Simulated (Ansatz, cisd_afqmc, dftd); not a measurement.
Barrier from H (doublet) + F2 (molecular fluorine, SMILES FF) to the saddle point below; all geometries are those of the NHTBH38 set.
```
F
F 1 1.4804
H 1 1.6151 2 180.00
```
Charge 0, spin multiplicity 2.

Wanted: barrier height (electronic, no zero-point energy), in kcal/mol. Open shells are spin-unrestricted; no spin-orbit coupling. Cores are frozen in correlated methods. Rows without X2C or -DK are non-relativistic. AFQMC is phaseless with a CISD trial state; ± is one standard error, without the phaseless bias. Outlying blocks are dropped, and bars are widened where a walk drifts. Over all cases where full CI ran beside it in this data, AFQMC minus full CI had a median of +0.1 mEh and passed +0.4 mEh in a tenth of the cases. CBS(X,Y): correlation extrapolated as X^-3, Hartree-Fock from the larger set. A bracket is a step between two methods taken in the basis named. The functionals are non-relativistic, so their misses hold any scalar relativity. Double hybrids freeze cores in their MP2 part. '+ core + X2C': CCSD(T) terms for core correlation (cc-pwCVTZ) and scalar relativity (cc-pVTZ-DK). For partners of very few electrons the exact lower level stands in for a higher one. The restricted determinant of F2 (FF, singlet) is unstable towards broken spin symmetry in at least one set run. The UHF reference of F2H (saddle point or complex, doublet) is spin-contaminated (<S^2> up to 0.46 over the pure value in the sets run).

Published benchmark value: 2.3 kcal/mol (Zhao et al., NHTBH38), a best estimate, not a measurement.

```csv
level,program,barrier height (kcal/mol),difference against that value
HF/aug-cc-pVDZ,Ansatz,-10.4,-12.7
PBE-D3(BJ)/def2-TZVPD,Ansatz + dftd3,-9.6,-11.9
r2SCAN-D4/def2-TZVPD,Ansatz + dftd4,-9.4,-11.7
B3LYP-D4/def2-TZVPD,Ansatz + dftd4,-7.2,-9.5
B3LYP/def2-TZVPD,Ansatz,-7.0,-9.3
r2SCANh-D4/def2-TZVPD,Ansatz + dftd4,-7.9,-10.2
wB97X-V/def2-TZVPD,Ansatz,0.6,-1.7
B2PLYP/def2-TZVPD,Ansatz,1.6,-0.7
CCSD/aug-cc-pVDZ,Ansatz,1.2,-1.1
CCSD(T)/aug-cc-pVQZ,Ansatz,2.1,-0.2
"CCSD(T)/CBS(aug-cc-pVTZ,aug-cc-pVQZ) + core + X2C",Ansatz,2.1,-0.2
CCSDT(Q)/aug-cc-pVDZ,Ansatz,-0.1,-2.4
AFQMC/CISD/aug-cc-pVDZ,cisd_afqmc,0.1 ± 0.3,-2.2
AFQMC/CISD/aug-cc-pVTZ,cisd_afqmc,1.4 ± 0.3,-0.9
"CCSD(T)/CBS(aug-cc-pVTZ,aug-cc-pVQZ) + [AFQMC/CISD - CCSD(T)]/aug-cc-pVTZ + core + X2C",Ansatz + cisd_afqmc,1.4 ± 0.3,-0.9
"CCSD(T)/CBS(aug-cc-pVTZ,aug-cc-pVQZ) + [CCSDT(Q) - CCSD(T)]/aug-cc-pVDZ + core + X2C",Ansatz,1.5,-0.8
```

Ansatz is an electronic-structure program.
